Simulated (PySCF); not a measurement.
Atom-mapped SMILES (the numbers label the heavy atoms): `[O:1]=[C:2]1[CH2:3][CH2:4]1`. Each H is labelled by its parent atom.

[PySCF: NMR shieldings at PBE0/pcSseg-1/GIAO; geometry: PBE0-D3(BJ)/def2-SVP; non-relativistic Hamiltonian; one computed conformer; in vacuum; equivalent nuclei averaged]

Referencing at the same level of theory: ¹³C (σref 184.41), ¹H (σref 31.27) against TMS; H2O for ¹⁷O (σref 334.56).

| atoms | nucleus | count | Hirshfeld charge | δ (ppm) |
| --- | --- | --- | --- | --- |
| O1 | ¹⁷O | 1 | -0.22 | ? |
| C2 | ¹³C | 1 | 0.16 | 213.4 |
| C3/C4 | ¹³C | 2 | -0.09 | 3.8 |
| H(C3)/H(C4) | ¹H | 4 | 0.06 | ? |

Problem. Fill in the missing shifts.

Solution. 
- H(C3)/H(C4): 1.41 ppm, hydrogen on a three-membered-ring carbon; cyclopropane-type protons are shielded by the ring
- O1: 652.4 ppm, ketone oxygen

Shifts are as computed. Against solution values, carbons near 30 ppm lie about +2 ppm off and those near 130 ppm about +5 ppm. Of 1211 compounds with measured shifts, 218 miss one by over three times the rms of a fit or turn the order of signals round; such compounds aren't used in these exercises. Unscaled 17O shifts of doubly bonded oxygen tend to come out too high, by tens of ppm or more. Experimental scales use liquid or dissolved standards, which lie at an offset from isolated H2O (liquid H2O: subtract about 36 ppm).
